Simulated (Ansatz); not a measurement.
C3H4F2 can be A, `C=C(F)CF`, or B, `FC1(F)CC1`.

Program: Ansatz. Geometries: PBE0-D4/def2-TZVP. ΔE: electronic, gas phase. CCSD(T)/CBS adds triple-zeta CCSD(T) − MP2 to the extrapolated MP2 energy (def2 sets, frozen cores). DFT in def2-TZVPP. B3LYP here is the variant with VWN-RPA as its local correlation; programs differ in this. One conformer a species, not always the lowest.

Question: Which is lower in electronic energy at CCSD(T)/CBS, and by how much? (Best estimate.)

Answer: The calculation gave: A, by 4.5 kcal/mol.

Question: Give E(B) − E(A) in kcal/mol with CCSD(T)/def2-SVP, BLYP-D4, B3LYP, HF/def2-TZVPP, PBE0-D4, B3LYP-D4, ωB97M-V. (Estimate.)

Answer: Computed: CCSD(T)/def2-SVP 1.6, BLYP-D4 8.2, B3LYP 6.1, HF/def2-TZVPP 6.4, PBE0-D4 0.5, B3LYP-D4 6.1, ωB97M-V 2.4. None reverses the order clearly.

Question: Does the order hold for the free energy at 298.15 K (harmonic terms from PBE0-D4)? (An estimate is asked.)

Answer: The calculation gave: Yes: G(B) − G(A) = +5.9 kcal/mol, for one conformer each.

Largest T1 diagnostic: 0.012.

From BLYP to BHLYP (50 % exact exchange), in def2-TZVPP and without D4, E(B) − E(A) moves by −3.3 kcal/mol. In def2-TZVPP, CCSD(T) changes the Hartree–Fock value by −2.4 kcal/mol (the triples alone add +0.2 kcal/mol) and MP2 by −4.5 kcal/mol.
